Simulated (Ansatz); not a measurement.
# One shape, several levels: quartet CH5BN

Aim: a comparison of 4 runs (UHF/3-21G, U-revPBE/def2-SVPD, UB2PLYP/def2-SVPD, UMP2/def2-SVPD) of quartet CH5BN. 

Program for the calculation: Ansatz 0.2.0.

61 further runs of the same task are left out: 61 set aside as unsound or not needed.

**1. The system as given**

CH5BN has 8 atoms, charge 0, and is taken as a quartet. SMILES of the parent species: `B[N]C`. The shape is that of a PBE0-D4/def2-TZVP optimisation. That shape belongs to the parent species and isn't relaxed for this state.

Bond lengths: B1–N2 1.332 Å, N2–C3 1.390 Å, B1–H4 1.210 Å, B1–H5 1.203 Å, C3–H6 1.096 Å, C3–H7 1.096 Å, C3–H8 1.102 Å. Angles: B1–N2–C3 164.6°, N2–B1–H4 118.7°, N2–B1–H5 121.1°, N2–C3–H6 112.2°, N2–C3–H7 112.2°, N2–C3–H8 109.0°, H4–B1–H5 120.3°, H6–C3–H7 109.2°, H6–C3–H8 107.0°, H7–C3–H8 107.0°.

**2. A single-point energy at UHF/3-21G (run 1)**

input.yaml

```yaml
crystal:
  periodic: [false, false, false]
  atoms:
    - {symbol: B, position_ang: [-0.373900, 1.096100, -0.965000]}
    - {symbol: "N", position_ang: [0.058500, 0.275600, -0.008700]}
    - {symbol: C, position_ang: [0.339600, -0.835900, 0.776800]}
    - {symbol: H, position_ang: [-1.007800, 0.632300, -1.885400]}
    - {symbol: H, position_ang: [-0.143000, 2.276400, -0.921600]}
    - {symbol: H, position_ang: [-0.096400, -0.755000, 1.778600]}
    - {symbol: H, position_ang: [1.416200, -1.018200, 0.865300]}
    - {symbol: H, position_ang: [-0.101000, -1.728600, 0.304400]}
basis:
  gaussian:
    orbitals: 3-21G.json
magnetization:
  spin_polarized: true
  initial_magnetization: 3
hamiltonian:
  xc: hf
accuracy: high
output: {orbitals: {seedname: orbitals}}
```

The basis set 3-21G is read from a file made from the Basis Set Exchange's data (not shown).

Launch:

```bash
$ ansatz run input.yaml --threads 1 --pin off --max-ram 3480MiB --events-out events.jsonl --progress --plain --runs-dir runs
```

Log:

```text
Warning: RAYON_NUM_THREADS=1 ignored (pool sized by the plan → 1); use --threads N
Functional definition: HF
  name "HF"
  exchange = exact_x
  correlation = 0
882 factors; integrals over basis functions are off by at most 3.5e-9 eV
mean field evaluation 1: about -3235.8606 eV, gradient 1.6e1 eV
mean field evaluation 2: about -3236.1916 eV, gradient 1.6e1 eV
mean field evaluation 4: about -3238.7181 eV, gradient 2.8e0 eV
mean field evaluation 8: about -3238.8594 eV, gradient 2.1e-1 eV
mean field evaluation 16: about -3238.8610 eV, gradient 1.5e-6 eV
mean field -3238.86101166 eV, -119.0259467998 hartree, gradient 7.0e-8 eV, S^2 3.780310; 0 other end points of the search recorded, 0 dependent functions left out
reference -3238.86101166 eV, -119.0259467998 hartree; 13, 10 occupied and 24, 27 virtual orbitals, 882 factors
Total energy: -3238.86101166 eV, -119.0259467998 hartree
```

Wall time 0.58 s (1 thread of Arm Neoverse N1, shared host).

**3. A single-point energy at U-revPBE/def2-SVPD (run 2)**

in.yaml

```yaml
crystal:
  periodic: [false, false, false]
  atoms:
    - {symbol: B, position_ang: [-0.373900, 1.096100, -0.965000]}
    - {symbol: "N", position_ang: [0.058500, 0.275600, -0.008700]}
    - {symbol: C, position_ang: [0.339600, -0.835900, 0.776800]}
    - {symbol: H, position_ang: [-1.007800, 0.632300, -1.885400]}
    - {symbol: H, position_ang: [-0.143000, 2.276400, -0.921600]}
    - {symbol: H, position_ang: [-0.096400, -0.755000, 1.778600]}
    - {symbol: H, position_ang: [1.416200, -1.018200, 0.865300]}
    - {symbol: H, position_ang: [-0.101000, -1.728600, 0.304400]}
basis:
  gaussian:
    orbitals: def2-SVPD
magnetization:
  spin_polarized: true
  initial_magnetization: 3
hamiltonian:
  xc: {name: revPBE}
accuracy: high
output:
  orbitals: {seedname: orbitals}
```

Launch:

```bash
$ ansatz run in.yaml --threads 1 --pin off --max-ram 3480MiB --events-out events.jsonl --progress --plain --runs-dir runs
```

Log:

```text
Warning: RAYON_NUM_THREADS=1 ignored (pool sized by the plan → 1); use --threads N
Functional definition: revPBE
  name "revPBE"
  parameter kappa = 1.245
  parameter beta = 0.06672455060314922
  exchange = pbe_x(kappa = kappa, mu = beta*pi^2/3)
  correlation = pbe_c(beta = beta)
2079 factors; integrals over basis functions are off by at most 3.1e-9 eV
mean field evaluation 1: about -3270.3513 eV, gradient 2.8e1 eV
mean field evaluation 2: about -3263.4355 eV, gradient 3.7e1 eV
mean field evaluation 4: about -3275.0496 eV, gradient 3.7e0 eV
mean field evaluation 8: about -3275.1682 eV, gradient 1.3e-1 eV
mean field evaluation 16: about -3275.1682 eV, gradient 2.3e-5 eV
mean field -3275.16824912 eV, -120.3602131665 hartree, gradient 5.6e-8 eV, S^2 3.757759; 1 other end points of the search recorded, 0 dependent functions left out
reference -3275.16825411 eV, -120.3602133499 hartree; 13, 10 occupied and 87, 90 virtual orbitals, 2079 factors
Total energy: -3275.16825411 eV, -120.3602133499 hartree
```

Wall time 17 s (1 thread of Arm Neoverse N1, shared host); peak memory 0.3 GiB.

Run 3 isn't shown in full; the table further down has it.

**4. The energy at UMP2/def2-SVPD (run 4)**

run.yaml

```yaml
crystal:
  periodic: [false, false, false]
  atoms:
    - {symbol: B, position_ang: [-0.373900, 1.096100, -0.965000]}
    - {symbol: "N", position_ang: [0.058500, 0.275600, -0.008700]}
    - {symbol: C, position_ang: [0.339600, -0.835900, 0.776800]}
    - {symbol: H, position_ang: [-1.007800, 0.632300, -1.885400]}
    - {symbol: H, position_ang: [-0.143000, 2.276400, -0.921600]}
    - {symbol: H, position_ang: [-0.096400, -0.755000, 1.778600]}
    - {symbol: H, position_ang: [1.416200, -1.018200, 0.865300]}
    - {symbol: H, position_ang: [-0.101000, -1.728600, 0.304400]}
basis:
  gaussian:
    orbitals: def2-SVPD
magnetization:
  spin_polarized: true
  initial_magnetization: 3
accuracy: high
correlation:
  method: mp2
  frozen_orbitals: {B: 1, C: 1, H: 0, "N": 1}
```

Launch:

```bash
$ ansatz run run.yaml --threads 1 --pin off --max-ram 3480MiB --events-out events.jsonl --progress --plain --runs-dir runs
```

Log:

```text
Warning: RAYON_NUM_THREADS=1 ignored (pool sized by the plan → 1); use --threads N
[... 4 set-up lines as earlier in the session ...]
2079 factors; integrals over basis functions are off by at most 3.1e-9 eV
mean field evaluation 1: about -3251.7101 eV, gradient 1.7e1 eV
mean field evaluation 2: about -3251.7718 eV, gradient 1.7e1 eV
mean field evaluation 4: about -3254.6689 eV, gradient 3.2e0 eV
mean field evaluation 8: about -3254.8640 eV, gradient 3.2e-1 eV
mean field evaluation 16: about -3254.8677 eV, gradient 1.5e-8 eV
mean field -3254.86771990 eV, -119.6141824776 hartree, gradient 1.7e-8 eV, S^2 3.785643; 1 other end points of the search recorded, 0 dependent functions left out
3 core orbitals not correlated: weight in the atoms' cores, before any rotation towards them, 1.000 or more for the frozen orbitals, at most 0.000 for the correlated occupied ones
reference -3254.86771990 eV, -119.6141824776 hartree; 10, 7 occupied and 87, 90 virtual orbitals, 2079 factors
second order -9.61754651 eV of doubles, -0.00000000 eV of singles
Total energy: -3264.48526640 eV, -119.9676207927 hartree
```

Run time: 7.2 s. Hardware: 1 thread of Arm Neoverse N1, shared host; peak memory 0.28 GiB.

**5. Overview of the runs**

```
run               level  frozen core orbitals  energy (Eh)  HOMO energy (eV)   ⟨S²⟩  wall time
  1           UHF/3-21G                     –  -119.025947             -4.60  3.780     0.58 s
  2  U-revPBE/def2-SVPD                     –  -120.360213             -1.50  3.758       17 s
  3   UB2PLYP/def2-SVPD                     3  -120.243654             -3.25  3.770       21 s
  4      UMP2/def2-SVPD                     3  -119.967621                 –  3.786      7.2 s
```

**6. Results**

```
                                          quantity          value
                               run 4: total energy  -119.96762 Eh
run 4: correlation energy (3 core orbitals frozen)     -353.4 mEh
          run 4: ⟨S²⟩ of the reference determinant          3.786
```

In words: Totals of different functionals can't be ranked against each other. All runs together took 46 s, the longest 21 s.
